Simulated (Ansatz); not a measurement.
**Nudged elastic band run: CH$_{4}$OS$_{2}$**

The input (input.yaml):

```yaml
crystal:
  periodic: [false, false, false]
  atoms:
    - { symbol: O, position_ang: [-0.809933, 1.227191, -0.39226] }
    - { symbol: C, position_ang: [-0.02047, 0.275951, 0.218753] }
    - { symbol: S, position_ang: [1.731977, 0.513679, -0.310671] }
    - { symbol: S, position_ang: [-0.496982, -1.4538, -0.177018] }
    - { symbol: H, position_ang: [-0.824206, 1.019151, -1.339498] }
    - { symbol: H, position_ang: [-0.102103, 0.441188, 1.300533] }
    - { symbol: H, position_ang: [2.218541, -0.623468, 0.242698] }
    - { symbol: H, position_ang: [-1.696834, -1.399911, 0.457482] }
basis:
  gaussian: { orbitals: cc-pVDZ }
hamiltonian:
  xc: pbe0
  dispersion: d4
neb:
  order_check: false
  images: 7
  f_tol: 0.05
  max_iterations: 58
  final_atoms:
    - { symbol: O, position_ang: [-0.58231817, 1.13674357, -0.79750681] }
    - { symbol: C, position_ang: [0.01396045, 0.35013813, 0.18026275] }
    - { symbol: S, position_ang: [1.68230297, 0.01821508, -0.49273443] }
    - { symbol: S, position_ang: [-0.95620898, -1.15076954, 0.59730814] }
    - { symbol: H, position_ang: [-1.52129564, 1.19510351, -0.57201417] }
    - { symbol: H, position_ang: [0.11045115, 0.87163826, 1.15028533] }
    - { symbol: H, position_ang: [2.09367306, -0.71424929, 0.56848331] }
    - { symbol: H, position_ang: [-0.84057485, -1.70683873, -0.63406512] }
  initial_path:
    images:
      - { positions_ang: [[-0.809933, 1.227191, -0.39226], [-0.02047, 0.275951, 0.218753], [1.731977, 0.513679, -0.310671], [-0.496982, -1.4538, -0.177018], [-0.824206, 1.019151, -1.339498], [-0.102103, 0.441188, 1.300533], [2.218541, -0.623468, 0.242698], [-1.696834, -1.399911, 0.457482]] }
      - { positions_ang: [[-0.72635328, 1.23716343, -0.5170165], [-0.03345103, 0.29901589, 0.1779413], [1.70804434, 0.35953025, -0.33398959], [-0.68324354, -1.36160517, -0.10669577], [-0.96795045, 1.14366452, -1.19473709], [-0.08993199, 0.52561896, 1.2436502], [2.13982662, -0.64830835, 0.36864991], [-1.34695068, -1.55509852, 0.36221655]] }
      - { positions_ang: [[-0.64277355, 1.24713586, -0.64177301], [-0.04643205, 0.32208077, 0.1371296], [1.68411169, 0.2053815, -0.35730818], [-0.86950508, -1.26941034, -0.03637354], [-1.1116949, 1.26817804, -1.04997619], [-0.07776098, 0.61004991, 1.1867674], [2.06111224, -0.67314871, 0.49460182], [-0.99706736, -1.71028603, 0.2669511]] }
      - { positions_ang: [[-0.55919383, 1.25710829, -0.76652951], [-0.05941308, 0.34514566, 0.0963179], [1.66017903, 0.05123275, -0.38062677], [-1.05576662, -1.17721551, 0.03394868], [-1.25543935, 1.39269155, -0.90521528], [-0.06558998, 0.69448087, 1.1298846], [1.98239787, -0.69798906, 0.62055372], [-0.64718404, -1.86547355, 0.17168565]] }
      - { positions_ang: [[-0.4756141, 1.26708071, -0.89128601], [-0.07239411, 0.36821055, 0.0555062], [1.63624637, -0.102916, -0.40394536], [-1.24202816, -1.08502068, 0.10427091], [-1.3991838, 1.51720507, -0.76045438], [-0.05341897, 0.77891183, 1.0730018], [1.90368349, -0.72282942, 0.74650563], [-0.29730072, -2.02066107, 0.0764202]] }
      - { positions_ang: [[-0.50229012, 1.23449643, -0.86784121], [-0.05080547, 0.36369244, 0.08669534], [1.64776052, -0.07263323, -0.42614262], [-1.17057337, -1.1014579, 0.22753022], [-1.42971176, 1.43667968, -0.71334433], [-0.01245144, 0.80209344, 1.09232268], [1.95118088, -0.72068439, 0.70200005], [-0.43311925, -1.94220548, -0.10120113]] }
      - { positions_ang: [[-0.52896613, 1.20191214, -0.84439641], [-0.02921683, 0.35917434, 0.11788448], [1.65927467, -0.04235046, -0.44833989], [-1.09911857, -1.11789511, 0.35078953], [-1.46023972, 1.35615429, -0.66623428], [0.02851609, 0.82527505, 1.11164357], [1.99867827, -0.71853936, 0.65749447], [-0.56893778, -1.8637499, -0.27882246]] }
      - { positions_ang: [[-0.55564215, 1.16932785, -0.82095161], [-0.00762819, 0.35465624, 0.14907361], [1.67078882, -0.01206769, -0.47053716], [-1.02766378, -1.13433232, 0.47404884], [-1.49076768, 1.2756289, -0.61912422], [0.06948362, 0.84845665, 1.13096445], [2.04617567, -0.71639432, 0.61298889], [-0.70475632, -1.78529431, -0.45644379]] }
      - { positions_ang: [[-0.58231817, 1.13674357, -0.79750681], [0.01396045, 0.35013813, 0.18026275], [1.68230297, 0.01821508, -0.49273443], [-0.95620898, -1.15076954, 0.59730814], [-1.52129564, 1.19510351, -0.57201417], [0.11045115, 0.87163826, 1.15028533], [2.09367306, -0.71424929, 0.56848331], [-0.84057485, -1.70683873, -0.63406512]] }
```

Run as:

```bash
$ ansatz run input.yaml --threads 1 --pin off --max-ram 2048MiB --backend cpu --events-out ev --progress --plain --runs-dir out
```

Output, in part (warnings, iteration lines, the closing report on the highest movable image, with atoms numbered from 0):

```
NEB end point (image 0): max|allowed force component| = 1.249e-2 eV/Å (the criterion of neb.relax_end_points is 1.000e-2)
NEB end point (image 8): max|allowed force component| = 6.579e-3 eV/Å (the criterion of neb.relax_end_points is 1.000e-2)
NEB iter   1: max|band force component| = 2.156e2 eV/Å  barrier→ = 59.7868 eV  barrier← = 59.7053 eV  Δτ_max = 0.1999 Å  (222 SCF iters)
NEB iter   2: max|band force component| = 4.027e1 eV/Å  barrier→ = 10.8639 eV  barrier← = 10.7824 eV  Δτ_max = 0.1954 Å  (215 SCF iters)
NEB iter   3: max|band force component| = 2.456e1 eV/Å  barrier→ = 6.6709 eV  barrier← = 6.5894 eV  Δτ_max = 0.1910 Å  (209 SCF iters)
NEB iter   4: max|band force component| = 1.137e1 eV/Å  barrier→ = 1.9892 eV  barrier← = 1.9078 eV  Δτ_max = 0.1532 Å  (211 SCF iters)
NEB iter   5: max|band force component| = 5.571e0 eV/Å  barrier→ = 0.7621 eV  barrier← = 0.6806 eV  Δτ_max = 0.1647 Å  (199 SCF iters)
NEB iter   6: max|band force component| = 2.458e0 eV/Å  barrier→ = 0.4031 eV  barrier← = 0.3216 eV  Δτ_max = 0.1932 Å  (202 SCF iters)
NEB iter   7: max|band force component| = 1.024e0 eV/Å  barrier→ = 0.3290 eV  barrier← = 0.2475 eV  Δτ_max = 0.1999 Å  (206 SCF iters)
NEB iter   8: max|band force component| = 1.810e0 eV/Å  barrier→ = 0.6745 eV  barrier← = 0.5930 eV  Δτ_max = 0.0999 Å  (205 SCF iters)
NEB iter   9: max|band force component| = 6.224e-1 eV/Å  barrier→ = 0.3181 eV  barrier← = 0.2366 eV  Δτ_max = 0.2000 Å  (202 SCF iters)
NEB iter  10: max|band force component| = 3.303e-1 eV/Å  barrier→ = 0.3269 eV  barrier← = 0.2454 eV  CI = image 6  Δτ_max = 0.1958 Å  (200 SCF iters)
NEB iter  11: max|band force component| = 3.719e-1 eV/Å  barrier→ = 0.3287 eV  barrier← = 0.2472 eV  CI = image 6  Δτ_max = 0.1000 Å  (202 SCF iters)
NEB iter  12: max|band force component| = 3.061e-1 eV/Å  barrier→ = 0.3277 eV  barrier← = 0.2462 eV  CI = image 6  Δτ_max = 0.0993 Å  (205 SCF iters)
NEB iter  13: max|band force component| = 1.810e-1 eV/Å  barrier→ = 0.3272 eV  barrier← = 0.2457 eV  CI = image 6  Δτ_max = 0.0999 Å  (205 SCF iters)
NEB iter  14: max|band force component| = 1.684e-1 eV/Å  barrier→ = 0.3263 eV  barrier← = 0.2448 eV  CI = image 6  Δτ_max = 0.1004 Å  (198 SCF iters)
NEB iter  15: max|band force component| = 1.810e-1 eV/Å  barrier→ = 0.3258 eV  barrier← = 0.2444 eV  CI = image 6  Δτ_max = 0.0998 Å  (200 SCF iters)
NEB iter  16: max|band force component| = 1.759e-1 eV/Å  barrier→ = 0.3252 eV  barrier← = 0.2437 eV  CI = image 6  Δτ_max = 0.0997 Å  (205 SCF iters)
NEB iter  17: max|band force component| = 1.800e-1 eV/Å  barrier→ = 0.3241 eV  barrier← = 0.2426 eV  CI = image 6  Δτ_max = 0.0999 Å  (203 SCF iters)
NEB iter  18: max|band force component| = 1.643e-1 eV/Å  barrier→ = 0.3223 eV  barrier← = 0.2408 eV  CI = image 6  Δτ_max = 0.1001 Å  (201 SCF iters)
NEB iter  19: max|band force component| = 1.866e-1 eV/Å  barrier→ = 0.3195 eV  barrier← = 0.2380 eV  CI = image 6  Δτ_max = 0.1000 Å  (202 SCF iters)
NEB iter  20: max|band force component| = 2.665e-1 eV/Å  barrier→ = 0.3138 eV  barrier← = 0.2323 eV  CI = image 6  Δτ_max = 0.0999 Å  (202 SCF iters)
NEB iter  21: max|band force component| = 3.485e-1 eV/Å  barrier→ = 0.3068 eV  barrier← = 0.2253 eV  CI = image 6  Δτ_max = 0.1966 Å  (201 SCF iters)
NEB iter  22: max|band force component| = 6.682e-1 eV/Å  barrier→ = 0.2907 eV  barrier← = 0.2092 eV  CI = image 6  Δτ_max = 0.1986 Å  (205 SCF iters)
NEB iter  23: max|band force component| = 1.166e0 eV/Å  barrier→ = 0.2880 eV  barrier← = 0.2065 eV  CI = image 4  Δτ_max = 0.1992 Å  (202 SCF iters)
NEB iter  24: max|band force component| = 2.027e0 eV/Å  barrier→ = 0.2983 eV  barrier← = 0.2169 eV  CI = image 3  Δτ_max = 0.1991 Å  (203 SCF iters)
NEB iter  25: max|band force component| = 1.124e0 eV/Å  barrier→ = 0.3882 eV  barrier← = 0.3067 eV  CI = image 4  Δτ_max = 0.2000 Å  (205 SCF iters)
NEB iter  26: max|band force component| = 2.989e-1 eV/Å  barrier→ = 0.2837 eV  barrier← = 0.2022 eV  CI = image 4  Δτ_max = 0.1939 Å  (200 SCF iters)
NEB iter  27: max|band force component| = 2.609e-1 eV/Å  barrier→ = 0.2725 eV  barrier← = 0.1910 eV  CI = image 4  Δτ_max = 0.1998 Å  (200 SCF iters)
NEB iter  28: max|band force component| = 1.369e-1 eV/Å  barrier→ = 0.2734 eV  barrier← = 0.1919 eV  CI = image 4  Δτ_max = 0.1983 Å  (202 SCF iters)
NEB iter  29: max|band force component| = 1.514e-1 eV/Å  barrier→ = 0.2709 eV  barrier← = 0.1894 eV  CI = image 4  Δτ_max = 0.1003 Å  (199 SCF iters)
NEB iter  30: max|band force component| = 1.180e-1 eV/Å  barrier→ = 0.2694 eV  barrier← = 0.1879 eV  CI = image 4  Δτ_max = 0.1001 Å  (198 SCF iters)
NEB iter  31: max|band force component| = 7.012e-2 eV/Å  barrier→ = 0.2695 eV  barrier← = 0.1880 eV  CI = image 4  Δτ_max = 0.0994 Å  (188 SCF iters)
NEB iter  32: max|band force component| = 7.236e-2 eV/Å  barrier→ = 0.2695 eV  barrier← = 0.1880 eV  CI = image 4  Δτ_max = 0.0352 Å  (178 SCF iters)
NEB iter  33: max|band force component| = 4.280e-2 eV/Å  barrier→ = 0.2695 eV  barrier← = 0.1880 eV  CI = image 4  Δτ_max = 0.0000 Å  (343 SCF iters)
Total energy: -24808.77818929 eV, -911.7057824626 hartree
Atom 0 at    -0.425701     1.348665    -0.766768 Å, force     0.000785    -0.000519     0.000501 eV/Å
Atom 1 at    -0.015185     0.232747    -0.047890 Å, force     0.000408     0.000471     0.000915 eV/Å
Atom 2 at     1.717226    -0.090217    -0.540138 Å, force     0.001687    -0.000876     0.001940 eV/Å
Atom 3 at    -1.193758    -1.142029    -0.433519 Å, force    -0.000605    -0.000306    -0.001002 eV/Å
Atom 4 at    -1.371475     1.464407    -0.591468 Å, force    -0.001649     0.001040    -0.000311 eV/Å
Atom 5 at    -0.029148     0.389536     1.043768 Å, force     0.000103    -0.000275    -0.000518 eV/Å
Atom 6 at     2.171052    -0.274495     0.721014 Å, force    -0.001140     0.000522    -0.002248 eV/Å
Atom 7 at    -0.853020    -1.928631     0.615019 Å, force     0.000411    -0.000057     0.000723 eV/Å
Dipole moment:    -0.156049    -0.025723     0.568883 e Å
```

The forces met the threshold. The profile has 2 maxima (images 4, 6) with wells between them (image 5): this band takes more than one step, which may be the mechanism or a detour left from its start path. The dihedral S3–C2–S4–H8 jumps by 130° between images 5 and 6, so the path isn't resolved there. A vibrational analysis at the climbing image gives one clearly imaginary mode, 204i cm⁻¹: a first-order saddle point.

Final band (atoms are numbered from 1 in the order of the input):

| image | path coordinate (Å) | energy (eV) | dihedral S3–C2–S4–H8 (°) |
| --- | --- | --- | --- |
| 0 | 0.00 | 0.000 | 172 |
| 1 | 0.63 | 0.102 | 152 |
| 2 | 1.26 | 0.199 | 131 |
| 3 | 1.89 | 0.235 | 97 |
| 4 | 2.52 | 0.269 | 79 |
| 5 | 4.40 | 0.167 | 128 |
| 6 | 6.29 | 0.258 | -2 |
| 7 | 8.17 | 0.164 | -97 |
| 8 | 10.05 | 0.081 | -55 |

Time of the run: 9.6 min on 1 thread of AMD EPYC 9R14 (Zen 4), on a shared host, peak memory 0.26 GiB.
